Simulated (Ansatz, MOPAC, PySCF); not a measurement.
Gas-phase reaction in SMILES: FCBr [bromo(fluoro)methane] → [CH2]F (CH2F) + Br atom (the Br-C bond breaks)

Wanted: bond dissociation energy (enthalpy at 298 K), in kcal/mol. Terms: LANL2DZ with its own core potentials from Na on; non-relativistic; valence correlation only (noble-gas shells and the d and f shells of earlier blocks); spin-orbit terms left out; UHF or UKS for open shells; no dispersion term unless named; 6-31G* and kin with 6d, 5d where marked. Ab initio and DFT rows: single points at B3LYP-D3(BJ) geometries (Ansatz, an electronic-structure program), with unscaled harmonic terms from B3LYP/6-31G* (LANL2DZ past Ar) (Ansatz) at its own minima. Semi-empirical rows: MOPAC heats of formation at their own minima for 298 K.

```
level                                         program  bond dissociation energy (enthalpy at 298 K) (kcal/mol)
-------------------------------------  --------------  -------------------------------------------------------
MNDO                                            MOPAC                                                     47.4
BP86/6-31G* with LANL2DZ past Ar (5d)           PySCF                                                     65.6
B3LYP/LANL2DZ                                  Ansatz                                                     57.1
B3LYP/6-31G*                                   Ansatz                                                     68.8
B3LYP/6-31G* with LANL2DZ past Ar              Ansatz                                                     60.0
MP2/STO-3G                                     Ansatz                                                     68.8
MP2/3-21G                                      Ansatz                                                     55.1
B3LYP-D3(BJ)/def2-TZVPD                Ansatz + dftd3                                                     69.4
wB97X-V/def2-TZVPD                             Ansatz                                                     72.3
B2PLYP-D3(BJ)/def2-TZVPD               Ansatz + dftd3                                                     70.3
```

No value to compare with is used here. The 7 habitual levels span 47.4 (MNDO) to 68.8 kcal/mol (B3LYP/6-31G*); wB97X-V/def2-TZVPD gives 72.3.

The levels are drawn from those run, B3LYP/6-31G* more often than the rest, none by its result; left out are runs that failed, that the program found above a lower state of the same kind, or whose <S^2> lies over 0.5 above the pure value.
